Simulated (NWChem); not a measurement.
Program: NWChem. System: hydrazine (H4N2), charge 0, spin multiplicity 1, at a geometry optimised with PBE0/def2-SVP. Level: constrained PBE/def2-SVP.

The NWChem input:

```
start mol
memory heap 200 mb stack 900 mb global 1100 mb
geometry units angstroms nocenter noautoz noautosym
  N      0.174524    -0.679408     0.073847
  N     -0.174524     0.679408     0.073847
  H     -0.645840    -1.230559     0.313751
  H      0.512208    -1.012035    -0.830680
  H      0.645840     1.230559     0.313751
  H     -0.512208     1.012035    -0.830680
end
basis spherical
  * library def2-svp
end
dft
  xc xpbe96 cpbe96
  semidirect memsize 60000000 filesize 0
  iterations 100
  convergence nolevelshifting
  cdft 1 1 charge 0.6 pop lowdin
end
task dft energy
```

NWChem printed:

```
             Northwest Computational Chemistry Package (NWChem) 7.3.0
             --------------------------------------------------------

                                NWChem Input Module
                                -------------------

 Scaling coordinates for geometry "geometry" by  1.889725989
 (inverse scale =  0.529177249)

                             Geometry "geometry" -> ""
                             -------------------------

 Output coordinates in angstroms (scale by  1.889725989 to convert to a.u.)

  No.       Tag          Charge          X              Y              Z
 ---- ---------------- ---------- -------------- -------------- --------------
    1 N                    7.0000     0.17452400    -0.67940800     0.07384700
    2 N                    7.0000    -0.17452400     0.67940800     0.07384700
    3 H                    1.0000    -0.64584000    -1.23055900     0.31375100
    4 H                    1.0000     0.51220800    -1.01203500    -0.83068000
    5 H                    1.0000     0.64584000     1.23055900     0.31375100
    6 H                    1.0000    -0.51220800     1.01203500    -0.83068000

 Effective nuclear repulsion energy (a.u.)      41.8840001464

            Nuclear Dipole moment (a.u.)
            ----------------------------
        X                 Y               Z
 ---------------- ---------------- ----------------
     0.0000000000     0.0000000000     0.0000000000


 Summary of "ao basis" -> "" (spherical)
 ------------------------------------------------------------------------------
       Tag                 Description            Shells   Functions and Types
 ---------------- ------------------------------  ------  ---------------------
 *                          def2-svp                  on all atoms

  pbe96 is a nonlocal functional; adding pw91lda local functional.

                                 NWChem DFT Module
                                 -----------------

 Summary of "ao basis" -> "ao basis" (spherical)
 ------------------------------------------------------------------------------
       Tag                 Description            Shells   Functions and Types
 ---------------- ------------------------------  ------  ---------------------
 N                          def2-svp                 6       14   3s2p1d
 H                          def2-svp                 3        5   2s1p

 Summary of "ao basis" -> "ao basis" (spherical)
 ------------------------------------------------------------------------------
       Tag                 Description            Shells   Functions and Types
 ---------------- ------------------------------  ------  ---------------------
 N                          def2-svp                 6       14   3s2p1d
 H                          def2-svp                 3        5   2s1p

            General Information
            -------------------
          SCF calculation type: DFT
          Wavefunction type:  closed shell.
          No. of atoms     :     6
          No. of electrons :    18
           Alpha electrons :     9
            Beta electrons :     9
          Charge           :     0
          Spin multiplicity:     1
          Use of symmetry is: off; symmetry adaption is: off
          Maximum number of iterations: 100
          AO basis - number of functions:    48
                     number of shells:    24
          Convergence on energy requested:  1.00D-06
          Convergence on density requested:  1.00D-05
          Convergence on gradient requested:  5.00D-04
[...]
 Nuclear repulsion energy =       41.884000146426

 Numeric. integr. density =       18.000000635467

     Total iterative time =      1.4s

                       DFT Final Molecular Orbital Analysis
                       ------------------------------------

 Vector    7  Occ=2.000000D+00  E=-3.147033D-01
              MO Center= -1.5D-01, -5.4D-01,  9.0D-02, r^2= 1.4D+00
   Bfn.  Coefficient  Atom+Function         Bfn.  Coefficient  Atom+Function
  ----- ------------  ---------------      ----- ------------  ---------------
    29      0.444113  3 H  s                 30      0.283210  3 H  s
     5      0.248173  1 N  py                 4      0.235847  1 N  px
    19     -0.236969  2 N  py                34     -0.221800  4 H  s
     6     -0.213970  1 N  pz                22      0.155664  2 N  py
    35     -0.150984  4 H  s                 21     -0.130250  2 N  px

 Vector    8  Occ=2.000000D+00  E=-1.660478D-01
              MO Center= -2.3D-01,  4.2D-01,  1.2D-01, r^2= 1.4D+00
   Bfn.  Coefficient  Atom+Function         Bfn.  Coefficient  Atom+Function
  ----- ------------  ---------------      ----- ------------  ---------------
    18      0.369063  2 N  px                20     -0.370846  2 N  pz
    21     -0.312486  2 N  px                23      0.310850  2 N  pz
    17      0.245381  2 N  s                 34      0.237168  4 H  s
    29     -0.197780  3 H  s                 35      0.198097  4 H  s
    16      0.167897  2 N  s                 30     -0.131183  3 H  s

 Vector    9  Occ=2.000000D+00  E=-9.522103D-03
              MO Center=  2.5D-01, -5.7D-01,  1.3D-01, r^2= 1.1D+00
   Bfn.  Coefficient  Atom+Function         Bfn.  Coefficient  Atom+Function
  ----- ------------  ---------------      ----- ------------  ---------------
     6      0.417220  1 N  pz                 4      0.411997  1 N  px
     7     -0.268776  1 N  px                45     -0.259277  6 H  s
     9     -0.256401  1 N  pz                 2     -0.217807  1 N  s
    44     -0.185097  6 H  s                 39      0.149256  5 H  s
     3     -0.145890  1 N  s                 34      0.128708  4 H  s

 Vector   10  Occ=0.000000D+00  E= 5.446896D-02
              MO Center=  1.1D-01,  6.2D-01, -5.9D-01, r^2= 4.0D+00
   Bfn.  Coefficient  Atom+Function         Bfn.  Coefficient  Atom+Function
  ----- ------------  ---------------      ----- ------------  ---------------
    17      1.215345  2 N  s                 45     -0.913331  6 H  s
    40     -0.798881  5 H  s                 35     -0.573505  4 H  s
     3      0.497083  1 N  s                 30     -0.263341  3 H  s
     8     -0.227569  1 N  py                22      0.226029  2 N  py
    23     -0.219435  2 N  pz                16      0.166618  2 N  s

 Vector   11  Occ=0.000000D+00  E= 8.400530D-02
              MO Center=  7.6D-02, -5.3D-01, -1.8D-01, r^2= 4.9D+00
   Bfn.  Coefficient  Atom+Function         Bfn.  Coefficient  Atom+Function
  ----- ------------  ---------------      ----- ------------  ---------------
     3      1.207391  1 N  s                 30     -0.917328  3 H  s
    35     -0.918923  4 H  s                 40      0.852334  5 H  s
    17     -0.752916  2 N  s                 45      0.298555  6 H  s
    21     -0.247004  2 N  px                 9     -0.213299  1 N  pz
     2      0.206738  1 N  s                  7     -0.179902  1 N  px

 Vector   12  Occ=0.000000D+00  E= 1.228915D-01
              MO Center= -9.3D-03,  7.7D-01, -2.1D-01, r^2= 4.2D+00
   Bfn.  Coefficient  Atom+Function         Bfn.  Coefficient  Atom+Function
  ----- ------------  ---------------      ----- ------------  ---------------
    45     -1.269147  6 H  s                 40      1.231123  5 H  s
    30      0.688010  3 H  s                 21     -0.509115  2 N  px
    23     -0.501159  2 N  pz                 3     -0.395100  1 N  s
     7      0.263630  1 N  px                18      0.253501  2 N  px
    20      0.250483  2 N  pz                 4     -0.149558  1 N  px

     ---------------------------------------------
      Total Density - Mulliken Population Analysis
     ---------------------------------------------

    Atom       Charge   Shell Charges
 -----------   ------   -------------------------------------------------------
    1 N    7     5.22   1.99  0.98 -0.29  2.22  0.31  0.01
    2 N    7     7.94   1.99  1.02  0.68  2.47  1.74  0.03
    3 H    1     1.46   0.97  0.39  0.09
    4 H    1     1.48   0.98  0.42  0.09
    5 H    1     0.92   0.73  0.15  0.04
    6 H    1     0.98   0.74  0.20  0.04

     -------------------------------------------
      Total Density - Lowdin Population Analysis
     -------------------------------------------

    Atom       Charge   Shell Charges
 -----------   ------   -------------------------------------------------------
    1 N    7     6.40   1.96  0.66  0.35  2.04  1.31  0.08
    2 N    7     7.30   1.97  0.76  0.46  2.28  1.76  0.06
    3 H    1     1.15   0.72  0.31  0.11
    4 H    1     1.16   0.72  0.32  0.11
    5 H    1     0.98   0.63  0.22  0.12
    6 H    1     1.02   0.63  0.26  0.13

 center of mass
 --------------
 x =   0.00000000 y =   0.00000000 z =   0.06053160

 moments of inertia (a.u.)
 ------------------
          70.540455694146           9.869362106066           0.000000000000
           9.869362106066          14.040455588333           0.000000000000
           0.000000000000           0.000000000000          72.374058689271

     Multipole analysis of the density
     ---------------------------------

     L   x y z        total         alpha         beta         nuclear
     -   - - -        -----         -----         ----         -------
     0   0 0 0     -0.000000     -9.000000     -9.000000     18.000000

     1   1 0 0      0.397647      0.198823      0.198823      0.000000
     1   0 1 0     -0.386547     -0.193274     -0.193274      0.000000
     1   0 0 1     -0.391128     -0.195564     -0.195564      0.000000

     2   2 0 0    -10.621744     -8.498678     -8.498678      6.375612
     2   1 1 0      1.228185      2.591174      2.591174     -3.954162
     2   1 0 1      0.610335      0.305167      0.305167      0.000000
     2   0 2 0     -9.825758    -25.516695    -25.516695     41.207632
     2   0 1 1     -0.330596     -0.165298     -0.165298      0.000000
     2   0 0 2    -10.625876     -8.264932     -8.264932      5.903988

 Task  times  cpu:        1.5s     wall:        1.5s

 Total times  cpu:        1.5s     wall:        1.5s
```
